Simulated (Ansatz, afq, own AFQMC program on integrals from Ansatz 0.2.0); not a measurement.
**Where AFQMC and coupled cluster stand for GeNH$_{3}$, triplet**

| atom | x (Å) | y (Å) | z (Å) |
| --- | --- | --- | --- |
| Ge | -0.2797 | -0.0021 | 0.0009 |
| N | 1.6147 | 0.0123 | -0.0051 |
| H | -0.7720 | 1.4535 | 0.0039 |
| H | -0.7514 | -0.7367 | 1.2654 |
| H | -0.7593 | -0.7341 | -1.2622 |

Connectivity, by distances: GeH3–N.

Basis cc-pVDZ. Noble-gas cores (and the filled d shells of Ga–Kr and In–Xe) are frozen. Integrals, coupled cluster, full CI and functionals: Ansatz 0.2.0; the random walks run on the same integrals in our own AFQMC program. ph-AFQMC/CISD is guided by a CISD state made of CCSD amplitudes; releasing the constraint for a short imaginary time cuts its bias at the price of noise, slowly where states lie close. Free AFQMC starts from the CCSD state and is never constrained. Its projection time is finite, and what remains of the start isn't in its error. Uncertainties: one standard error, sampling alone. No spin–orbit coupling.

Determinant: UHF, the one that the program's search chose, which needn't be the lowest solution. The geometry is a PBE0/def2-TZVP stationary point of this or a neighbouring charge and spin state.

No full CI on the walks' own integrals is used here; CCSDT(Q) serves as the reference and is uncertain by about the last step of the cluster series.

Cautions: no relativity below Rb; no spin-orbit coupling; inner d shell frozen.

The T1 diagnostic is 0.0153, the weight of the determinant in the CISD state is 0.891 and the ⟨S²⟩ of the determinant is 2.020. The size of the correlated space is 12 electrons in 41 orbitals.

```tsv
level	correlation energy (eV)
MP2	-5.3226
CCSD	-6.4376
CCSD(T)	-6.5695
```

Question: Estimate where phaseless AFQMC with a CISD trial lies against CCSD(T) on the same integrals.

Answer: 2.4 ± 0.2 kJ/mol below CCSD(T).

Reference: CCSDT(Q), correlation energy -6.606 eV. The released energy is read at 2.40 1/Eh (meV from the phaseless value at times in 1/Eh: -9.0 ± 2.1 at 0.24, -10.5 ± 2.2 at 0.51, -11.6 ± 2.1 at 0.99, -10 ± 3 at 1.62, -13 ± 3 at 2.40).

```tsv
level	E − E(reference) (kJ/mol)	share of correlation (%)
CCSD(T)	3.5	99.45
CCSDT	0.8	99.87
ph-AFQMC/CISD	1.1 ± 0.2	99.83
released AFQMC	-0.2 ± 0.3	100.03
free AFQMC	0.3 ± 0.2	99.96
```

Free projections are given only where their last times agree within the noise and don't stop above the reference; a slow remainder of the start can still hide under it. A walk keeps the symmetry of its determinant, which the program's search chose and which needn't be the lowest solution, so a lower state of the same spin and another symmetry isn't excluded. Released energies are given only where the last usable release times agree within the noise; a slower fall can still hide under it.
